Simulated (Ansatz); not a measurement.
The input, for Ansatz 0.2.0:

```yaml
crystal:
  periodic: [false, false, false]
  atoms:
    - {symbol: Ta, position_ang: [-0.015433, -0.009008, 0.171240]}
    - {symbol: Cl, position_ang: [-0.016266, -0.025151, -2.151213]}
    - {symbol: H, position_ang: [0.031698, 0.034159, 1.979973]}
basis:
  gaussian: {orbitals: def2-SVP}
magnetization: {spin_polarized: false, initial_magnetization: 3}
correlation: {method: ccsdt_q, electrons: outside_noble_gas}
```

```sh
$ ansatz run in.yaml --threads 1 --pin off --events-out ev --progress --plain --max-ram 2393MiB
```

Log:

```
958 factors; integrals over basis functions are off by at most 1.7e-7 eV
mean field evaluation 1: about -14045.4631 eV, gradient 1.8e1 eV
mean field evaluation 2: about -14045.4732 eV, gradient 1.8e1 eV
mean field evaluation 4: about -14047.5291 eV, gradient 1.8e0 eV
mean field evaluation 8: about -14047.4926 eV, gradient 1.1e0 eV
mean field evaluation 16: about -14049.5989 eV, gradient 2.8e-2 eV
mean field evaluation 32: about -14047.4266 eV, gradient 6.5e-1 eV
mean field evaluation 64: about -14048.4647 eV, gradient 2.6e0 eV
mean field evaluation 96: about -14048.9279 eV, gradient 2.9e-2 eV
mean field evaluation 128: about -14049.5990 eV, gradient 3.1e-6 eV
mean field evaluation 160: about -14048.9271 eV, gradient 4.8e-2 eV
...
mean field -14049.59898360 eV, -516.3132394872 hartree, gradient 2.8e-6 eV, S^2 3.750000; 25 other end points of the search recorded, 0 dependent functions left out
...
determinant -14049.59898360 eV, -516.3132394872 hartree, with singles and doubles -14055.77683009 eV, -516.5402711579 hartree
determinant -14048.92792378 eV, -516.2885784934 hartree, with singles and doubles -14055.06099640 eV, -516.5139647551 hartree
determinant -14048.92687576 eV, -516.2885399797 hartree, with singles and doubles -14055.05989963 eV, -516.5139244495 hartree
determinant -14048.87525614 eV, -516.2866429936 hartree, with singles and doubles -14055.03440471 eV, -516.5129875288 hartree
determinant -14048.87379013 eV, -516.2865891185 hartree, with singles and doubles -14055.03295391 eV, -516.5129342126 hartree
determinant -14047.84030223 eV, -516.2486091387 hartree, with singles and doubles -14053.95696115 eV, -516.4733922081 hartree
determinant -14047.83875794 eV, -516.2485523871 hartree, with singles and doubles -14053.95524300 eV, -516.4733290671 hartree
determinant -14047.53941012 eV, -516.2375515577 hartree, with singles and doubles -14053.58994727 eV, -516.4599046967 hartree
determinant -14047.44154054 eV, -516.2339549171 hartree, with singles and doubles -14053.68106432 eV, -516.4632531865 hartree
9 core orbitals not correlated: weight in the atoms' cores, before any rotation towards them, 0.996 or more for the frozen orbitals, at most 0.002 for the correlated occupied ones
reference -14049.59898360 eV, -516.3132394872 hartree; 8, 5 occupied and 38, 41 virtual orbitals, 958 factors
second order -5.46838375 eV of doubles, -0.01703828 eV of singles
...
cycle  17  -6.37608716 eV  change    1.4e-7 eV  update   2.2e-5
cycle  18  -6.37608036 eV  change    6.8e-6 eV  update   1.4e-5
cycle  19  -6.37608167 eV  change   -1.3e-6 eV  update   9.4e-6
cycle  20  -6.37608736 eV  change   -5.7e-6 eV  update   6.4e-6
cycle  21  -6.37609247 eV  change   -5.1e-6 eV  update   4.6e-6
cycle  22  -6.37609491 eV  change   -2.4e-6 eV  update   3.2e-6
cycle  23  -6.37609605 eV  change   -1.1e-6 eV  update   2.6e-6
cycle  24  -6.37609588 eV  change    1.7e-7 eV  update   2.0e-6
cycle  25  -6.37609692 eV  change   -1.0e-6 eV  update   1.4e-6
cycle  26  -6.37609753 eV  change   -6.0e-7 eV  update   8.7e-7
perturbative correction -0.00934739 eV, -0.0003435103 hartree
Total energy: -14055.98442852 eV, -516.5479002597 hartree
```

Ran on 1 thread of Intel Xeon 6975P-C, shared host: 60 s wall, 0.87 GiB peak host memory.
